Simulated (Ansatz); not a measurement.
# CH2Al (quartet): B2PLYP, RPA-PBE over vertical spin and charge gaps, cc-pVTZ

Aim: run CH2Al (quartet) with these functionals over vertical spin and charge gaps, and hold them against the top wave-function level at the same points.

Program: Ansatz 0.2.0, Gaussian basis. Level of theory: cc-pVTZ, all electrons in the functionals, frozen cores in the correlation of double hybrids and RPA. These are calculated values, not measurements.

To be run: B2PLYP, RPA-PBE, at charge 0, quartet; charge 0, doublet; charge 0, sextet; charge 1, triplet; charge 1, quintet.

7 further runs of the same task are left out: 4 for a known fault of the program, 3 set aside as unsound or not needed.

### Step 1. The geometry

The geometry is a PBE0/def2-TZVP stationary point (not a proven minimum).

4 atoms, charge 0, spin multiplicity 4.

Atoms are counted from 1 here; the program's logs count them from 0.

Bond lengths: Al1–C2 1.923 Å, Al1–H3 1.613 Å, C2–H4 1.088 Å. Angles: C2–Al1–H3 117.5°, Al1–C2–H4 152.8°.

No dispersion term is added.

The geometry shown and the zero of energy belong to the point charge 0, quartet. The yardstick, UCCSDT(Q), and other wave-function levels (R restricted, U unrestricted, valence and pair active spaces) come from earlier runs.

### Step 2. B2PLYP, charge 0, quartet

Contents of in.yaml:

```yaml
crystal:
  periodic: [false, false, false]
  atoms:
    - {symbol: Al, position_ang: [0.000000, -0.074388, 0.613390]}
    - {symbol: C, position_ang: [0.000000, 0.010117, -1.308029]}
    - {symbol: H, position_ang: [0.000000, 1.321704, 1.420502]}
    - {symbol: H, position_ang: [0.000000, 0.549036, -2.253748]}
basis:
  gaussian: {orbitals: cc-pVTZ}
magnetization: {spin_polarized: true, initial_magnetization: 3}
hamiltonian: {xc: {name: B2PLYP}}
correlation: {electrons: outside_noble_gas}
```

The run is started by

```sh
> ansatz run in.yaml --threads 2 --pin off --events-out ev --progress --plain --max-ram 16896MiB --backend cuda --devices 0, --max-vram 18GiB
```

The program printed:

```text
Functional definition: B2PLYP
  name "B2PLYP"
  cite "Grimme, J. Chem. Phys. 124, 034108 (2006) doi:10.1063/1.2148954"
  cite "Becke, Phys. Rev. A 38, 3098 (1988) doi:10.1103/PhysRevA.38.3098"
  cite "Lee, Yang & Parr, Phys. Rev. B 37, 785 (1988) doi:10.1103/PhysRevB.37.785"
  parameter a = 0.53
  parameter c = 0.27
  exchange = (1 - a)*b88_x + a*exact_x
  correlation = (1 - c)*lyp_c + c*(mp2_os + mp2_ss)
548 factors; integrals over basis functions are off by at most 1.1e-3 eV
mean field evaluation 1: about -7654.7465 eV, gradient 1.5e1 eV
mean field evaluation 2: about -7654.7894 eV, gradient 1.5e1 eV
mean field evaluation 4: about -7656.3152 eV, gradient 1.4e0 eV
mean field evaluation 8: about -7656.3498 eV, gradient 5.1e-2 eV
mean field evaluation 16: about -7656.3498 eV, gradient 8.8e-5 eV
mean field -7656.34984491 eV, -281.3656671400 hartree, gradient 7.2e-6 eV, S^2 3.762970; 0 other end points of the search recorded, 0 dependent functions left out
6 core orbitals not correlated: weight in the atoms' cores, before any rotation towards them, 1.000 or more for the frozen orbitals, at most 0.000 for the correlated occupied ones
reference -7656.34997659 eV, -281.3656719792 hartree; 6, 3 occupied and 80, 83 virtual orbitals, 548 factors
second order -5.53299658 eV of doubles, -0.00000000 eV of singles
Total energy: -7657.84388567 eV, -281.4205721252 hartree
```

Run time: 1.6 s. Hardware: 1 × H100 (card shared with other runs) with 2 threads of AMD EPYC 7R13, shared host; peak host memory 0.8 GiB.

From the report: ⟨S²⟩ of the determinant 3.763 (pure quartet: 3.75).

### Step 3. B2PLYP, charge 0, doublet

Edit in.yaml of step 2 so:

```diff
@@ -9,3 +9,3 @@
   gaussian: {orbitals: cc-pVTZ}
-magnetization: {spin_polarized: true, initial_magnetization: 3}
+magnetization: {spin_polarized: true, initial_magnetization: 1}
 hamiltonian: {xc: {name: B2PLYP}}
```

Same command.

The program printed, cut to the lines that bear on the results:

```text
Functional definition: B2PLYP
  name "B2PLYP"
  cite "Grimme, J. Chem. Phys. 124, 034108 (2006) doi:10.1063/1.2148954"
  cite "Becke, Phys. Rev. A 38, 3098 (1988) doi:10.1103/PhysRevA.38.3098"
  cite "Lee, Yang & Parr, Phys. Rev. B 37, 785 (1988) doi:10.1103/PhysRevB.37.785"
[...]
548 factors; integrals over basis functions are off by at most 1.1e-3 eV
[...]
mean field -7656.32248738 eV, -281.3646617693 hartree, gradient 4.2e-6 eV, S^2 1.701018; 12 other end points of the search recorded, 0 dependent functions left out
6 core orbitals not correlated: weight in the atoms' cores, before any rotation towards them, 1.000 or more for the frozen orbitals, at most 0.000 for the correlated occupied ones
reference -7656.32261860 eV, -281.3646665915 hartree; 5, 4 occupied and 81, 82 virtual orbitals, 548 factors
second order -5.64280337 eV of doubles, -0.00000000 eV of singles
Total energy: -7657.84617551 eV, -281.4206562753 hartree
```

It took 4.8 s on 1 × H100 (card shared with other runs) with 2 threads of AMD EPYC 7R13, shared host; peak host memory 0.82 GiB.

From the report: ⟨S²⟩ of the determinant 1.701 (pure doublet: 0.75). The determinant is far from a pure spin state, so its energy mixes those of several spin states (harmless only where they are near-degenerate, as at dissociation).

From charge 0, quartet: -0.002 eV.

### Step 4. B2PLYP, charge 0, sextet

Edit in.yaml of step 3 so:

```diff
@@ -9,3 +9,3 @@
   gaussian: {orbitals: cc-pVTZ}
-magnetization: {spin_polarized: true, initial_magnetization: 1}
+magnetization: {spin_polarized: true, initial_magnetization: 5}
 hamiltonian: {xc: {name: B2PLYP}}
```

Launched as before.

The program printed, cut to the lines that bear on the results:

```text
Functional definition: B2PLYP
  name "B2PLYP"
  cite "Grimme, J. Chem. Phys. 124, 034108 (2006) doi:10.1063/1.2148954"
  cite "Becke, Phys. Rev. A 38, 3098 (1988) doi:10.1103/PhysRevA.38.3098"
  cite "Lee, Yang & Parr, Phys. Rev. B 37, 785 (1988) doi:10.1103/PhysRevB.37.785"
[...]
548 factors; integrals over basis functions are off by at most 1.1e-3 eV
[...]
mean field -7650.74046555 eV, -281.1595262507 hartree, gradient 5.4e-6 eV, S^2 8.764764; 0 other end points of the search recorded, 0 dependent functions left out
6 core orbitals not correlated: weight in the atoms' cores, before any rotation towards them, 1.000 or more for the frozen orbitals, at most 0.000 for the correlated occupied ones
reference -7650.74059690 eV, -281.1595310780 hartree; 7, 2 occupied and 79, 84 virtual orbitals, 548 factors
second order -4.95855931 eV of doubles, -0.00000000 eV of singles
Total energy: -7652.07940792 eV, -281.2087314752 hartree
```

It took 1.6 s on 1 × H100 (card shared with other runs) with 2 threads of AMD EPYC 7R13, shared host; peak host memory 0.8 GiB.

From the report: ⟨S²⟩ of the determinant 8.765 (pure sextet: 8.75).

From charge 0, quartet: +5.764 eV.

### Step 5. B2PLYP, charge 1, triplet

Edit in.yaml of step 4 so:

```diff
@@ -9,3 +9,4 @@
   gaussian: {orbitals: cc-pVTZ}
-magnetization: {spin_polarized: true, initial_magnetization: 5}
+total_charge: 1
+magnetization: {spin_polarized: true, initial_magnetization: 2}
 hamiltonian: {xc: {name: B2PLYP}}
```

The command is unchanged.

The program printed, cut to the lines that bear on the results:

```text
Functional definition: B2PLYP
  name "B2PLYP"
  cite "Grimme, J. Chem. Phys. 124, 034108 (2006) doi:10.1063/1.2148954"
  cite "Becke, Phys. Rev. A 38, 3098 (1988) doi:10.1103/PhysRevA.38.3098"
  cite "Lee, Yang & Parr, Phys. Rev. B 37, 785 (1988) doi:10.1103/PhysRevB.37.785"
[...]
548 factors; integrals over basis functions are off by at most 1.1e-3 eV
[...]
mean field -7648.59300937 eV, -281.0806086918 hartree, gradient 6.4e-6 eV, S^2 2.026539; 2 other end points of the search recorded, 0 dependent functions left out
6 core orbitals not correlated: weight in the atoms' cores, before any rotation towards them, 1.000 or more for the frozen orbitals, at most 0.000 for the correlated occupied ones
reference -7648.59314583 eV, -281.0806137067 hartree; 5, 3 occupied and 81, 83 virtual orbitals, 548 factors
second order -5.49396718 eV of doubles, -0.00000000 eV of singles
Total energy: -7650.07651697 eV, -281.1351265907 hartree
```

It took 2.1 s on 1 × H100 (card shared with other runs) with 2 threads of AMD EPYC 7R13, shared host; peak host memory 0.8 GiB.

From the report: ⟨S²⟩ of the determinant 2.027 (pure triplet: 2.00).

From charge 0, quartet: +7.767 eV.

### Step 6. B2PLYP, charge 1, quintet

Edit in.yaml of step 5 so:

```diff
@@ -10,3 +10,3 @@
 total_charge: 1
-magnetization: {spin_polarized: true, initial_magnetization: 2}
+magnetization: {spin_polarized: true, initial_magnetization: 4}
 hamiltonian: {xc: {name: B2PLYP}}
```

The command is unchanged.

The program printed, cut to the lines that bear on the results:

```text
Functional definition: B2PLYP
  name "B2PLYP"
  cite "Grimme, J. Chem. Phys. 124, 034108 (2006) doi:10.1063/1.2148954"
  cite "Becke, Phys. Rev. A 38, 3098 (1988) doi:10.1103/PhysRevA.38.3098"
  cite "Lee, Yang & Parr, Phys. Rev. B 37, 785 (1988) doi:10.1103/PhysRevB.37.785"
[...]
548 factors; integrals over basis functions are off by at most 1.1e-3 eV
[...]
mean field -7645.32425900 eV, -280.9604843315 hartree, gradient 3.1e-6 eV, S^2 6.022129; 2 other end points of the search recorded, 0 dependent functions left out
6 core orbitals not correlated: weight in the atoms' cores, before any rotation towards them, 1.000 or more for the frozen orbitals, at most 0.000 for the correlated occupied ones
reference -7645.32439176 eV, -280.9604892101 hartree; 6, 2 occupied and 80, 84 virtual orbitals, 548 factors
second order -4.71041717 eV of doubles, -0.00000000 eV of singles
Total energy: -7646.59620439 eV, -281.0072274624 hartree
```

It took 1.6 s on 1 × H100 (card shared with other runs) with 2 threads of AMD EPYC 7R13, shared host; peak host memory 0.8 GiB.

From the report: ⟨S²⟩ of the determinant 6.022 (pure quintet: 6.00).

From charge 0, quartet: +11.248 eV.

### Step 7. RPA-PBE, charge 0, quartet

Edit in.yaml of step 6 so:

```diff
@@ -9,5 +9,4 @@
   gaussian: {orbitals: cc-pVTZ}
-total_charge: 1
-magnetization: {spin_polarized: true, initial_magnetization: 4}
-hamiltonian: {xc: {name: B2PLYP}}
-correlation: {electrons: outside_noble_gas}
+magnetization: {spin_polarized: true, initial_magnetization: 3}
+hamiltonian: {xc: {name: PBE}}
+correlation: {method: rpa, electrons: outside_noble_gas}
```

Same command.

The program printed, cut to the lines that bear on the results:

```text
Functional definition: PBE
  name "PBE"
  cite "Perdew, Burke & Ernzerhof, Phys. Rev. Lett. 77, 3865 (1996) doi:10.1103/PhysRevLett.77.3865"
  parent pbe
[...]
548 factors; integrals over basis functions are off by at most 1.1e-3 eV
[...]
mean field -7656.72463502 eV, -281.3794404225 hartree, gradient 6.6e-6 eV, S^2 3.756155; 0 other end points of the search recorded, 0 dependent functions left out
6 core orbitals not correlated: weight in the atoms' cores, before any rotation towards them, 1.000 or more for the frozen orbitals, at most 0.000 for the correlated occupied ones
reference -7641.78251049 eV, -280.8303274741 hartree; 6, 3 occupied and 80, 83 virtual orbitals, 548 factors
Total energy: -7651.42658600 eV, -281.1847407124 hartree
```

Run time: 1.9 s. Hardware: 1 × H100 (card shared with other runs) with 2 threads of AMD EPYC 7R13, shared host; peak host memory 0.9 GiB.

From the report: ⟨S²⟩ of the determinant 3.756 (pure quartet: 3.75).

### Step 8. RPA-PBE, charge 0, doublet

Edit in.yaml of step 7 so:

```diff
@@ -9,3 +9,3 @@
   gaussian: {orbitals: cc-pVTZ}
-magnetization: {spin_polarized: true, initial_magnetization: 3}
+magnetization: {spin_polarized: true, initial_magnetization: 1}
 hamiltonian: {xc: {name: PBE}}
```

Same command.

The program printed, cut to the lines that bear on the results:

```text
Functional definition: PBE
  name "PBE"
  cite "Perdew, Burke & Ernzerhof, Phys. Rev. Lett. 77, 3865 (1996) doi:10.1103/PhysRevLett.77.3865"
  parent pbe
[...]
548 factors; integrals over basis functions are off by at most 1.1e-3 eV
[...]
mean field -7656.79575297 eV, -281.3820539589 hartree, gradient 4.4e-6 eV, S^2 1.563978; 13 other end points of the search recorded, 0 dependent functions left out
6 core orbitals not correlated: weight in the atoms' cores, before any rotation towards them, 1.000 or more for the frozen orbitals, at most 0.000 for the correlated occupied ones
reference -7641.39987023 eV, -280.8162657039 hartree; 5, 4 occupied and 81, 82 virtual orbitals, 548 factors
Total energy: -7651.41113020 eV, -281.1841727221 hartree
```

It took 4.5 s on 1 × H100 (card shared with other runs) with 2 threads of AMD EPYC 7R13, shared host; peak host memory 0.9 GiB.

From the report: ⟨S²⟩ of the determinant 1.564 (pure doublet: 0.75). The determinant is far from a pure spin state, so its energy mixes those of several spin states (harmless only where they are near-degenerate, as at dissociation).

From charge 0, quartet: +0.015 eV.

### Step 9. RPA-PBE, charge 0, sextet

Edit in.yaml of step 8 so:

```diff
@@ -9,3 +9,3 @@
   gaussian: {orbitals: cc-pVTZ}
-magnetization: {spin_polarized: true, initial_magnetization: 1}
+magnetization: {spin_polarized: true, initial_magnetization: 5}
 hamiltonian: {xc: {name: PBE}}
```

Same command.

The program printed, cut to the lines that bear on the results:

```text
Functional definition: PBE
  name "PBE"
  cite "Perdew, Burke & Ernzerhof, Phys. Rev. Lett. 77, 3865 (1996) doi:10.1103/PhysRevLett.77.3865"
  parent pbe
[...]
548 factors; integrals over basis functions are off by at most 1.1e-3 eV
[...]
mean field -7651.28807527 eV, -281.1796505370 hartree, gradient 3.9e-6 eV, S^2 8.756611; 1 other end points of the search recorded, 0 dependent functions left out
6 core orbitals not correlated: weight in the atoms' cores, before any rotation towards them, 1.000 or more for the frozen orbitals, at most 0.000 for the correlated occupied ones
reference -7636.63253519 eV, -280.6410693729 hartree; 7, 2 occupied and 79, 84 virtual orbitals, 548 factors
Total energy: -7645.83860199 eV, -280.9793860874 hartree
```

Wall time 1.9 s (1 × H100 (card shared with other runs) with 2 threads of AMD EPYC 7R13, shared host); peak host memory 0.9 GiB.

From the report: ⟨S²⟩ of the determinant 8.757 (pure sextet: 8.75).

From charge 0, quartet: +5.588 eV.

### Step 10. RPA-PBE, charge 1, triplet

Edit in.yaml of step 9 so:

```diff
@@ -9,3 +9,4 @@
   gaussian: {orbitals: cc-pVTZ}
-magnetization: {spin_polarized: true, initial_magnetization: 5}
+total_charge: 1
+magnetization: {spin_polarized: true, initial_magnetization: 2}
 hamiltonian: {xc: {name: PBE}}
```

Launched as before.

The program printed, cut to the lines that bear on the results:

```text
Functional definition: PBE
  name "PBE"
  cite "Perdew, Burke & Ernzerhof, Phys. Rev. Lett. 77, 3865 (1996) doi:10.1103/PhysRevLett.77.3865"
  parent pbe
[...]
548 factors; integrals over basis functions are off by at most 1.1e-3 eV
[...]
mean field -7648.99857777 eV, -281.0955130555 hartree, gradient 6.2e-6 eV, S^2 2.016036; 4 other end points of the search recorded, 0 dependent functions left out
6 core orbitals not correlated: weight in the atoms' cores, before any rotation towards them, 1.000 or more for the frozen orbitals, at most 0.000 for the correlated occupied ones
reference -7633.99202453 eV, -280.5440323958 hartree; 5, 3 occupied and 81, 83 virtual orbitals, 548 factors
Total energy: -7643.37046934 eV, -280.8886838856 hartree
```

Wall time 3.2 s (1 × H100 (card shared with other runs) with 2 threads of AMD EPYC 7R13, shared host); peak host memory 0.9 GiB.

From the report: ⟨S²⟩ of the determinant 2.016 (pure triplet: 2.00).

From charge 0, quartet: +8.056 eV.

### Step 11. RPA-PBE, charge 1, quintet

Edit in.yaml of step 10 so:

```diff
@@ -10,3 +10,3 @@
 total_charge: 1
-magnetization: {spin_polarized: true, initial_magnetization: 2}
+magnetization: {spin_polarized: true, initial_magnetization: 4}
 hamiltonian: {xc: {name: PBE}}
```

The command is unchanged.

The program printed, cut to the lines that bear on the results:

```text
Functional definition: PBE
  name "PBE"
  cite "Perdew, Burke & Ernzerhof, Phys. Rev. Lett. 77, 3865 (1996) doi:10.1103/PhysRevLett.77.3865"
  parent pbe
[...]
548 factors; integrals over basis functions are off by at most 1.1e-3 eV
[...]
mean field -7645.65167669 eV, -280.9725167095 hartree, gradient 1.3e-6 eV, S^2 6.007578; 2 other end points of the search recorded, 0 dependent functions left out
6 core orbitals not correlated: weight in the atoms' cores, before any rotation towards them, 1.000 or more for the frozen orbitals, at most 0.000 for the correlated occupied ones
reference -7631.21515590 eV, -280.4419843558 hartree; 6, 2 occupied and 80, 84 virtual orbitals, 548 factors
Total energy: -7639.99308127 eV, -280.7645671634 hartree
```

Run time: 2.1 s. Hardware: 1 × H100 (card shared with other runs) with 2 threads of AMD EPYC 7R13, shared host; peak host memory 0.9 GiB.

From the report: ⟨S²⟩ of the determinant 6.008 (pure quintet: 6.00).

From charge 0, quartet: +11.434 eV.

### Step 12. The comparison

The yardstick is UCCSDT(Q), where the cluster series has nearly closed. It comes from earlier runs at the same points. Energies in eV, counted from charge 0, quartet; blanks weren't run or aren't comparable.

| level | quartet to doublet | quartet to sextet | ionisation to the triplet cation | ionisation to the quintet cation |
| --- | --- | --- | --- | --- |
| UCCSDT(Q) |  | 5.590 | 7.774 | 11.280 |
| B2PLYP | -0.002 | 5.764 | 7.767 | 11.248 |
| RPA-PBE | 0.015 | 5.588 | 8.056 | 11.434 |

Largest miss and mean time a point (UCCSDT(Q) took 13 s a point; shared hosts):

| level | largest miss (eV) | where | time a point |
| --- | --- | --- | --- |
| B2PLYP | +0.174 | quartet to sextet | 2.3 s |
| RPA-PBE | +0.282 | ionisation to the triplet cation | 2.7 s |

### Step 13. What came out

| quantity | value |
| --- | --- |
| quartet to sextet, UCCSDT(Q) | 5.590 eV |
| ionisation to the triplet cation, UCCSDT(Q) | 7.774 eV |
| ionisation to the quintet cation, UCCSDT(Q) | 11.280 eV |
| largest miss, B2PLYP | +0.174 eV (quartet to sextet) |
| largest miss, RPA-PBE | +0.282 eV (ionisation to the triplet cation) |

In words: Misses are known at 3 of 4 points at best, and only functionals with that many are ranked. Of the functionals, B2PLYP keep the smallest largest miss at the points compared (at most 0.174 eV) and RPA-PBE strays most (0.282 eV, at ionisation to the triplet cation). B2PLYP, RPA-PBE clearly break the spin symmetry at some points (⟨S²⟩ up to 0.95 above the pure value), so energy there is bought with a mixed spin. Functionals and the yardstick converge differently with the basis, so part of each miss in cc-pVTZ is the basis.
